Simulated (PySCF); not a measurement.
Compound: CH₄AlF.
Z-matrix (Å and degrees, PBE0-D3(BJ)/def2-SVP geometry), rows numbered from 1:
```
C 
Al  1  1.9406
F   2  1.6716  1  117.88
H   1  1.1013  2  112.61  3  -178.71
H   1  1.1034  2  110.50  3   -58.05
H   1  1.1029  2  111.25  3    59.99
H   2  1.5830  1  126.86  3   179.68
```

The calculation used PySCF 2.14.0, density-fitted response routines, TDDFT CAM-B3LYP/def2-SVPD, vertical, gas phase, core orbitals frozen in the response.

Frontier orbitals with the atoms that hold most of them (Löwdin shares over 4%, at most four atoms; ? is withheld):

| orbital | ε (eV) | atoms |
| --- | --- | --- |
| LUMO+2 | 1.57 | Al2 46%, C1 14%, H7 14%, F3 10% |
| LUMO+1 | 0.46 | Al2 69%, C1 11%, H6 5%, H5 5% |
| LUMO | -0.03 | ? |
| HOMO | -9.79 | C1 34%, Al2 26%, H7 22%, F3 5% |
| HOMO-1 | -11.75 | ? |
| HOMO-2 | -12.67 | C1 34%, F3 33%, H4 14%, H5 12% |
| HOMO-3 | -12.69 | C1 38%, F3 24%, H6 19%, H5 11% |

**Question.** Which atoms hold the LUMO, and with what shares?

**Answer.** Al2 (bonded to C, F and H) 61%; H7 (bonded to Al) 13%; C1 (bonded to Al and 3 H) 11%; F3 (bonded to Al) 10%.

**Question.** Give the leading atoms of the HOMO-1.

**Answer.** Al2 (bonded to C, F and H) 29%; H7 (bonded to Al) 25%; C1 (bonded to Al and 3 H) 20%; F3 (bonded to Al) 16%.

**Question.** The HOMO–LUMO gap is 9.76 eV. Where does the response calculation put the lowest singlet, and from which orbitals?

**Answer.** S1 is at 5.96 eV (f = 0.0028), 3.79 eV below the gap, made of HOMO→LUMO (99%). 

**Question.** One configuration dominates each of S1, S2 and S4. Which, and how do the shares of the two leading atoms of either orbital change from the occupied to the empty one?

**Answer.** 
- S1 (5.96 eV, f 0.0028), HOMO→LUMO (99%): C1 34% → 11%, Al2 26% → 61%, H7 22% → 13%
- S2 (7.37 eV, f 0.127), HOMO→LUMO+1 (91%): C1 34% → 11%, Al2 26% → 69%
- S4 (8.26 eV, f 0.107), HOMO-1→LUMO (97%): Al2 29% → 61%, H7 25% → 13%

Löwdin shares depend on the basis, the more so with diffuse functions.

The run took 20 s of wall time on an Arm Neoverse N1 with one thread, on a shared host.
